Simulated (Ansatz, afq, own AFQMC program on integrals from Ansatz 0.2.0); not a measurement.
Al₂GaH, singlet in cc-pVDZ, levels against CCSDT(Q)

```xyz
4

Al    0.0000   -0.4511   -2.5847
Ga    0.0000    0.3210    0.0000
Al    0.0000   -0.4511    2.5847
H     0.0000    1.9444    0.0000
```

Connectivity, by distances: Al–GaH–Al.

Basis cc-pVDZ. Noble-gas cores (and the filled d shells of Ga–Kr and In–Xe) are frozen. AFQMC by an in-house program on the Cholesky factors that Ansatz 0.2.0 writes for its CCSD(T) run. The CISD trial takes its coefficients from CCSD amplitudes. Released means that phaseless walkers are propagated on without the constraint, phases kept. Free AFQMC starts from the CCSD state and is never constrained. Its projection time is finite, and what remains of the start isn't in its error. Error bars are statistical, one sigma. No spin–orbit coupling.

Determinant: RHF, the one that the program's search chose, which needn't be the lowest solution. The geometry is a PBE0/def2-TZVP stationary point of this or a neighbouring charge and spin state.

No full CI on the walks' own integrals is used here; CCSDT(Q) serves as the reference and is uncertain by about the last step of the cluster series.

Cautions: no relativity below Rb; no spin-orbit coupling; inner d shell frozen; higher spins were not checked; restricted determinant unstable towards unrestricted (UHF 447 meV lower, ⟨S²⟩ 1.28); raised T1 diagnostic (T1 0.023, weight of the determinant 0.80, largest double 0.06).

```
T1 diagnostic                               : 0.0230
weight of the determinant in the CISD state : 0.796
size of the correlated space                : 10 electrons in 44 orbitals
```

Reference: CCSDT(Q), correlation energy -5.457 eV. The released energy is read at 2.40 1/Eh (meV from the phaseless value at times in 1/Eh: 2 ± 14 at 0.24, -18 ± 15 at 0.51, -31 ± 16 at 0.99, -24 ± 13 at 1.62, -24 ± 16 at 2.40).

| level | E − E(reference) (meV) | share of correlation (%) |
| --- | --- | --- |
| HF | 5457.5 | 0.00 |
| MP2 | 1583.3 | 70.99 |
| CCSD | 234.0 | 95.71 |
| CCSD(T) | 62.1 | 98.86 |
| CCSDT | 15.0 | 99.72 |
| ph-AFQMC/CISD | 49.0 ± 15.1 | 99.10 |
| released AFQMC | 25.4 ± 16.4 | 99.53 |
| free AFQMC | 33.1 ± 14.6 | 99.39 |

Free projections are given only where their last times agree within the noise and don't stop above the reference; a slow remainder of the start can still hide under it. A walk keeps the symmetry of its determinant, which the program's search chose and which needn't be the lowest solution, so a lower state of the same spin and another symmetry isn't excluded. Released energies are given only where the last usable release times agree within the noise; a slower fall can still hide under it.
